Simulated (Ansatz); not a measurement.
**PH⁺, doublet: the ladder up to full CI**

Geometry: a point of a stretch scan, not a stationary point.

```xyz
2

P     0.0000    0.0000    0.0000
H     0.0000    0.0000    1.9550
```

Basis cc-pVTZ; Ansatz 0.2.0. Correlated methods freeze the noble-gas cores, which leaves 5 electrons in 43 orbitals. R marks a restricted (for open shells ROHF) determinant, U an unrestricted one. Active spaces: pair = (3e, 3o) about the gap; valence = (5e, 5o) chosen from the atoms' valence shells.

Full CI is exact within this basis and frozen core; it isn't the basis-set limit. The frozen core follows each run's orbitals, which can shift R against U totals by a few meV.

Unrestricted rows (U) aren't spin-pure: their determinants' ⟨S²⟩ exceeds S(S+1) by up to 0.24, so they mix in states of higher spin. For open shells CISD is restricted-active-space CI with the open shells as a complete middle space.

```
UHF ⟨S²⟩                            : 1.094
⟨S²⟩ of the determinant under UCCSD : 0.992
T1 diagnostic (RCCSD)               : 0.0273
largest doubles amplitude (RCCSD)   : 0.175
T1 diagnostic (UCCSD)               : 0.0709
```

```csv
level,E − E(full CI) (kJ/mol),share of correlation (%),wall time
RHF,360.3,0.00,–
RMP2,94.7,73.72,–
UMP2,110.5,69.33,–
CISD,27.6,92.34,0.75 s
RCCSD,15.4,95.72,–
UCCSD,15.5,95.69,–
RCCSD(T),3.3,99.07,1.3 s
UCCSD(T),3.7,98.96,4 s
BCCD(T),3.4,99.07,1.5 s
RCCSDT,0.5,99.87,–
UCCSDT,0.4,99.89,–
RCCSDT(Q),0.1,99.98,12 s
UCCSDT(Q),0.0,100.00,17 s
CASSCF (pair space),270.0,25.06,–
NEVPT2 (pair space),66.3,81.59,0.81 s
CASSCF (valence space),218.5,39.35,–
NEVPT2 (valence space),57.7,83.98,0.45 s
MRCISD (valence space),11.7,96.75,–
MRCISD+Q (valence space),1.3,99.63,0.81 s
```

The correlation energy at full CI, counted from RHF, is -3.734 eV. That run took 45 s on 1 thread of Arm Neoverse V1, shared host over 2,785,730 determinants.

Run but not shown, since their state, orbitals or frozen core can't be matched to the reference's or they repeat it: UHF.

Times hold each run's SCF and search for its determinant on a shared host, so for small cases they say little of a method's own cost; they ran on 1 thread of Arm Neoverse V1.

The full-CI state has the irrep B1 of C2v, in the program's axes (one component, if the state is degenerate).

Natural occupations of full CI about the gap: 1.926 1.859 0.984 0.107 0.049 0.014 0.014 0.011 0.010 0.007; effectively unpaired electrons, Σ n²(2−n)², 1.14.
